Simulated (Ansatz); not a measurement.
# C3H7NO2: basis-set convergence

How large a basis does C3H7NO2 need? Two functionals are run in growing sets.

The runs use Ansatz 0.2.0, Gaussian basis; one geometry, several basis sets.

Plan: PBE0-D4/def2-SVP; ωB97M-V/def2-SVP; PBE0-D4/def2-QZVPP; ωB97M-V/def2-QZVPP; the functionals' def2-TZVPP values are taken from earlier runs.

## Step 1: The relaxed structure

An earlier PBE0-D4 in a triple-zeta def2 set relaxation fixed the geometry.

SMILES `COCC(=N)O`, 13 atoms, charge 0, spin multiplicity 1.

Atoms are counted from 1 here; the program's logs count them from 0.

Bond lengths: C1–O2 1.409 Å, C1–H7 1.090 Å, C1–H8 1.097 Å, C1–H9 1.097 Å, O2–C3 1.394 Å, C3–C4 1.509 Å, C3–H10 1.098 Å, C3–H11 1.094 Å, C4–N5 1.259 Å, C4–O6 1.343 Å, N5–H12 1.017 Å, O6–H13 0.967 Å. Angles: O2–C1–H7 107.2°, O2–C1–H8 110.9°, O2–C1–H9 111.9°, H7–C1–H8 109.0°, H7–C1–H9 109.0°, H8–C1–H9 108.8°, C1–O2–C3 113.0°, O2–C3–C4 112.7°, O2–C3–H10 112.0°, O2–C3–H11 107.8°, C4–C3–H10 108.8°, C4–C3–H11 108.1°, H10–C3–H11 107.2°, C3–C4–N5 127.6°, C3–C4–O6 111.0°, N5–C4–O6 121.3°, C4–N5–H12 109.8°, C4–O6–H13 106.4°.

## Step 2: PBE0-D4 in def2-SVP

in.yaml

```yaml
crystal:
  periodic: [false, false, false]
  atoms:
    - {symbol: C, position_ang: [-0.669756, -0.017275, -1.713622]}
    - {symbol: O, position_ang: [0.353222, -0.717003, -1.043590]}
    - {symbol: C, position_ang: [0.952368, 0.030120, -0.030139]}
    - {symbol: C, position_ang: [0.170096, -0.006642, 1.259971]}
    - {symbol: N, position_ang: [-0.789108, -0.766224, 1.555755]}
    - {symbol: O, position_ang: [0.641130, 0.896751, 2.134772]}
    - {symbol: H, position_ang: [-1.080561, -0.690511, -2.465416]}
    - {symbol: H, position_ang: [-0.271792, 0.875384, -2.212831]}
    - {symbol: H, position_ang: [-1.471601, 0.288540, -1.031094]}
    - {symbol: H, position_ang: [1.101554, 1.077788, -0.324775]}
    - {symbol: H, position_ang: [1.941467, -0.397243, 0.160582]}
    - {symbol: H, position_ang: [-0.983660, -1.393215, 0.778813]}
    - {symbol: H, position_ang: [0.127142, 0.784728, 2.946274]}
basis:
  gaussian: {orbitals: def2-SVP}
hamiltonian: {xc: pbe0, dispersion: d4}
output: {orbitals: {seedname: orbitals}}
```

Further steps of the session: ωB97M-V in def2-SVP; PBE0-D4 in def2-QZVPP; ωB97M-V in def2-QZVPP.

**Question.** What will the summary of the whole plan be? Wanted: PBE0-D4: double and triple zeta above quadruple; ωB97M-V: double and triple zeta above quadruple.

**Answer**, as computed:

| quantity | value |
| --- | --- |
| PBE0-D4: double and triple zeta above quadruple | 10.66, 0.49 eV |
| ωB97M-V: double and triple zeta above quadruple | 11.01, 0.47 eV |

For PBE0-D4 the step from double to triple zeta gains 10.17 eV and the next only 0.49 eV. These are total energies; as a rule much of such shifts cancels in differences, which this series doesn't test. The LUMO of ωB97M-V is positive and keeps falling with the basis (3.20 to 1.81 eV): an unbound level that the basis holds in place.
